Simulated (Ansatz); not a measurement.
Input file:

```yaml
crystal:
  periodic: [false, false, false]
  atoms:
    - {symbol: O, position_ang: [0.000000, 0.000000, 0.084900]}
    - {symbol: Be, position_ang: [0.000000, 0.000000, -1.296800]}
    - {symbol: H, position_ang: [0.000000, 0.000000, 1.211900]}
basis:
  gaussian: {orbitals: 6-31G}
magnetization: {spin_polarized: false, initial_magnetization: 1}
correlation: {method: ccsdtq, electrons: outside_noble_gas}
```

```sh
$ ansatz run in.yaml --threads 1 --pin off --events-out ev --progress --plain --max-ram 2393MiB
```

The program prints:

```
386 factors; integrals over basis functions are off by at most 1.3e-7 eV
mean field evaluation 1: about -2446.9905 eV, gradient 3.5e1 eV
mean field evaluation 2: about -2446.9915 eV, gradient 3.5e1 eV
mean field evaluation 4: about -2450.1170 eV, gradient 1.4e0 eV
mean field evaluation 8: about -2450.1361 eV, gradient 7.5e-4 eV
mean field evaluation 16: about -2450.1361 eV, gradient 5.0e-6 eV
mean field evaluation 32: about -2444.4083 eV, gradient 1.8e-2 eV
mean field -2450.13606442 eV, -90.0408396054 hartree, gradient 5.0e-6 eV, S^2 0.750000; 0 other end points of the search recorded, 0 dependent functions left out
2 core orbitals not correlated: weight in the atoms' cores, before any rotation towards them, 1.000 or more for the frozen orbitals, at most 0.000 for the correlated occupied ones
reference -2450.13606442 eV, -90.0408396054 hartree; 5, 4 occupied and 13, 14 virtual orbitals, 386 factors
second order -3.98311367 eV of doubles, -0.00609970 eV of singles
cycle   1  -3.88188378 eV  change    1.1e-1 eV  update   8.2e-2
cycle   2  -4.09122890 eV  change   -2.1e-1 eV  update   4.1e-2
cycle   3  -4.21636984 eV  change   -1.3e-1 eV  update   2.3e-2
cycle   4  -4.22146010 eV  change   -5.1e-3 eV  update   9.0e-3
cycle   5  -4.21649879 eV  change    5.0e-3 eV  update   4.3e-3
cycle   6  -4.21994915 eV  change   -3.5e-3 eV  update   2.8e-3
cycle   7  -4.22013266 eV  change   -1.8e-4 eV  update   1.3e-3
cycle   8  -4.21961548 eV  change    5.2e-4 eV  update   6.8e-4
cycle   9  -4.21993655 eV  change   -3.2e-4 eV  update   2.1e-4
cycle  10  -4.22000025 eV  change   -6.4e-5 eV  update   1.8e-4
cycle  11  -4.21995023 eV  change    5.0e-5 eV  update   9.6e-5
cycle  12  -4.21996798 eV  change   -1.8e-5 eV  update   2.4e-5
cycle  13  -4.21996287 eV  change    5.1e-6 eV  update   9.8e-6
cycle  14  -4.21995339 eV  change    9.5e-6 eV  update   5.9e-6
cycle  15  -4.21995106 eV  change    2.3e-6 eV  update   1.9e-6
cycle  16  -4.21995255 eV  change   -1.5e-6 eV  update   8.2e-7
cycle  17  -4.21995256 eV  change   -1.3e-8 eV  update   5.6e-7
Total energy: -2454.35601698 eV, -90.1959200017 hartree
```

For the same geometry and basis full CI lies 0.2 meV higher.

Ran on 1 thread of Arm Neoverse V1, shared host: 31 s wall, 0.3 GiB peak host memory.
